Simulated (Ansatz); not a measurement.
Steps of a relaxation of `CN(C)C=S` with RKS PBE-D4/def2-SVP.

```sh
$ ansatz run in.yaml --threads 4 --pin off --events-out ev --progress --plain --max-ram 10444MiB
```

```yaml
crystal:
  periodic: [false, false, false]
  atoms:
    - {symbol: C, position_ang: [-1.212900, -0.424600, 0.444100]}
    - {symbol: N, position_ang: [0.024300, 0.165000, 0.021400]}
    - {symbol: C, position_ang: [1.136400, -0.722400, 0.135800]}
    - {symbol: C, position_ang: [0.244300, 1.360800, -0.699200]}
    - {symbol: S, position_ang: [-1.028200, 2.400900, -1.190200]}
    - {symbol: H, position_ang: [-2.022600, 0.411700, 0.535600]}
    - {symbol: H, position_ang: [-1.119600, -0.879600, 1.401500]}
    - {symbol: H, position_ang: [-1.547500, -1.086900, -0.327300]}
    - {symbol: H, position_ang: [1.251300, -1.041800, 1.230100]}
    - {symbol: H, position_ang: [2.101900, -0.223400, -0.111100]}
    - {symbol: H, position_ang: [1.005300, -1.586000, -0.484500]}
    - {symbol: H, position_ang: [1.244400, 1.571300, -0.922200]}
basis:
  gaussian: {orbitals: def2-SVP}
hamiltonian: {xc: pbe, dispersion: d4}
relax: {f_tol: 0.03, max_steps: 200}
```

Positions (Å) and forces (eV/Å) along the path, 9 of 9 steps:

```xyz
12
step=1 energy=-15532.4827 eV
C    -1.213   -0.425    0.444   -1.582    3.507   -0.721
N     0.024    0.165    0.021    1.601    2.127   -1.173
C     1.136   -0.722    0.136    1.246    0.536    2.183
C     0.244    1.361   -0.699   -5.402   -0.942    1.112
S    -1.028    2.401   -1.190    1.507   -1.032    0.553
H    -2.023    0.412    0.536    1.122   -0.998   -0.259
H    -1.120   -0.880    1.401    0.292   -0.889    1.266
H    -1.548   -1.087   -0.327   -0.644   -1.195   -0.747
H     1.251   -1.042    1.230   -0.086   -0.044   -0.918
H     2.102   -0.223   -0.111   -0.286   -0.044   -0.172
H     1.005   -1.586   -0.484   -0.034   -1.269   -0.734
H     1.244    1.571   -0.922    2.266    0.241   -0.390
12
step=2 energy=-15532.9479 eV
C    -1.232   -0.379    0.408   -0.645    1.121   -0.187
N     0.045    0.155    0.003    0.653    0.696   -0.625
C     1.176   -0.732    0.162    0.414    0.106    0.638
C     0.185    1.332   -0.698   -2.001   -0.010    0.692
S    -1.070    2.399   -1.061    0.896   -0.635    0.101
H    -1.983    0.463    0.440    0.459   -0.383   -0.071
H    -1.149   -0.825    1.405    0.025   -0.330    0.323
H    -1.593   -1.110   -0.334   -0.141   -0.371   -0.077
H     1.290   -1.055    1.232   -0.114    0.085   -0.318
H     2.120   -0.222   -0.121   -0.137    0.005   -0.072
H     1.066   -1.638   -0.452   -0.018   -0.335   -0.213
H     1.221    1.557   -0.949    0.609    0.050   -0.192
12
step=3 energy=-15532.9158 eV rejected
C    -1.248   -0.390    0.398    0.192   -0.343   -0.558
N     0.017    0.077   -0.180   -0.520   -0.034    1.044
C     1.190   -0.719    0.151   -0.129   -0.256   -0.639
C     0.125    1.330   -0.680    0.915    0.110   -0.534
S    -1.002    2.503   -0.991   -0.031   -0.372    0.221
H    -1.908    0.495    0.421   -0.298   -0.033    0.062
H    -1.088   -0.826    1.414    0.000    0.224   -0.200
H    -1.692   -1.191   -0.253    0.022    0.289    0.247
H     1.164   -0.992    1.222    0.105   -0.049    0.146
H     2.125   -0.163   -0.065   -0.111    0.017   -0.022
H     1.190   -1.661   -0.456    0.091    0.149    0.243
H     1.204    1.482   -0.947   -0.237    0.298   -0.010
12
step=4 energy=-15533.0147 eV
C    -1.251   -0.366    0.395    0.091   -0.023   -0.010
N     0.046    0.137   -0.031   -0.018    0.133    0.034
C     1.195   -0.735    0.157   -0.062    0.029    0.046
C     0.168    1.351   -0.635   -0.180   -0.275   -0.407
S    -1.054    2.396   -1.044    0.178    0.004    0.156
H    -1.967    0.479    0.402    0.033   -0.001   -0.028
H    -1.163   -0.807    1.409   -0.023   -0.037    0.029
H    -1.634   -1.146   -0.302    0.056    0.027    0.032
H     1.288   -1.035    1.223    0.016    0.002   -0.008
H     2.120   -0.207   -0.143   -0.030    0.007   -0.008
H     1.109   -1.665   -0.449   -0.043    0.034   -0.002
H     1.219    1.543   -0.946   -0.020    0.099    0.167
12
step=5 energy=-15533.0286 eV
C    -1.251   -0.379    0.378   -0.013   -0.014    0.046
N     0.038    0.125   -0.045    0.022    0.025   -0.050
C     1.187   -0.733    0.152    0.032   -0.031   -0.002
C     0.164    1.335   -0.642    0.009    0.132   -0.020
S    -1.027    2.432   -0.981    0.023   -0.005   -0.009
H    -1.968    0.463    0.347   -0.069    0.038    0.010
H    -1.179   -0.794    1.403   -0.019   -0.022    0.054
H    -1.612   -1.177   -0.303   -0.017   -0.086   -0.039
H     1.341   -0.950    1.230   -0.009   -0.051    0.065
H     2.090   -0.222   -0.230    0.044   -0.037   -0.032
H     1.067   -1.701   -0.382    0.009    0.018    0.007
H     1.227    1.546   -0.894   -0.013    0.034   -0.031
12
step=6 energy=-15533.0336 eV
C    -1.250   -0.381    0.379    0.031    0.020   -0.012
N     0.040    0.130   -0.051   -0.009   -0.016    0.009
C     1.185   -0.738    0.144    0.011    0.009   -0.010
C     0.167    1.351   -0.633   -0.034    0.010    0.002
S    -1.025    2.454   -0.950    0.029    0.005   -0.006
H    -1.988    0.439    0.284   -0.010    0.003   -0.007
H    -1.195   -0.727    1.433    0.001   -0.010   -0.002
H    -1.568   -1.234   -0.259    0.005   -0.016    0.018
H     1.327   -0.975    1.221   -0.002   -0.015    0.004
H     2.100   -0.239   -0.230   -0.011    0.004    0.002
H     1.059   -1.697   -0.404   -0.009   -0.012    0.004
H     1.226    1.560   -0.898   -0.001    0.018   -0.003
12
step=7 energy=-15533.0340 eV
C    -1.249   -0.383    0.377   -0.041   -0.011   -0.015
N     0.039    0.133   -0.055   -0.024   -0.036    0.018
C     1.182   -0.741    0.135    0.015    0.016   -0.020
C     0.169    1.362   -0.623   -0.017   -0.029    0.024
S    -1.017    2.476   -0.919    0.011   -0.007   -0.002
H    -2.005    0.417    0.223    0.074   -0.088    0.015
H    -1.209   -0.671    1.453   -0.012    0.027   -0.123
H    -1.530   -1.284   -0.221    0.033    0.118    0.099
H     1.325   -0.983    1.212    0.000    0.008   -0.027
H     2.100   -0.251   -0.244   -0.032    0.010    0.021
H     1.044   -1.699   -0.413   -0.006   -0.008    0.007
H     1.227    1.570   -0.892    0.000    0.001    0.004
12
step=8 energy=-15533.0337 eV rejected
C    -1.249   -0.382    0.374   -0.069   -0.058    0.021
N     0.037    0.126   -0.059    0.031    0.078   -0.023
C     1.181   -0.748    0.117    0.002    0.025    0.105
C     0.173    1.366   -0.601   -0.015   -0.048   -0.008
S    -1.012    2.477   -0.913    0.009    0.012    0.029
H    -2.013    0.393    0.164    0.017    0.005   -0.007
H    -1.237   -0.609    1.462    0.023    0.013   -0.002
H    -1.508   -1.317   -0.168    0.014    0.002   -0.020
H     1.347   -0.982    1.192   -0.021   -0.003   -0.008
H     2.090   -0.253   -0.275    0.003   -0.021   -0.025
H     1.033   -1.711   -0.418    0.011    0.000   -0.034
H     1.236    1.585   -0.838   -0.005   -0.006   -0.029
12
step=9 energy=-15533.0354 eV
C    -1.249   -0.383    0.377    0.010    0.000    0.001
N     0.037    0.130   -0.057   -0.003   -0.002    0.003
C     1.181   -0.743    0.130    0.005   -0.002   -0.004
C     0.169    1.360   -0.618    0.001    0.013   -0.006
S    -1.012    2.479   -0.914    0.002   -0.009    0.005
H    -2.006    0.407    0.204   -0.003    0.008   -0.005
H    -1.217   -0.647    1.456   -0.002    0.000   -0.001
H    -1.522   -1.294   -0.198    0.001   -0.004    0.003
H     1.324   -0.990    1.205   -0.003   -0.001   -0.001
H     2.096   -0.244   -0.242   -0.002    0.000    0.000
H     1.048   -1.699   -0.424   -0.001    0.000    0.001
H     1.229    1.569   -0.884   -0.006   -0.004    0.003
```

Run time 6 s (4 threads of an Intel Xeon 6975P-C on a shared host); peak host memory 0.17 GiB.
